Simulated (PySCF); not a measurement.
```yaml
atoms:
  - { symbol: C, position_ang: [0.0000, 0.0000, -0.4626] }
  - { symbol: C, position_ang: [0.0000, 0.0000, 0.7172] }
  - { symbol: H, position_ang: [0.0000, 0.0000, -1.5272] }
```

Basis set: cc-pVTZ (spherical functions). Left uncorrelated: 2 orbitals. Charge 1, multiplicity 1.

Starred EOM-CCSD(T)(a) on the restricted Hartree–Fock determinant with PySCF 2.14.0; the energies are vertical.

(1) The solver was asked for the few lowest roots only. Give the electron affinities of singlet C₂H(+) among them whose weight of singles is over 0.7 (positive where the electron binds).

## Answers

(1)

```json
{"root": "1", "energy (eV)": "13.53", "weight of singles": "0.96"}
```

Higher main lines weren't sought.
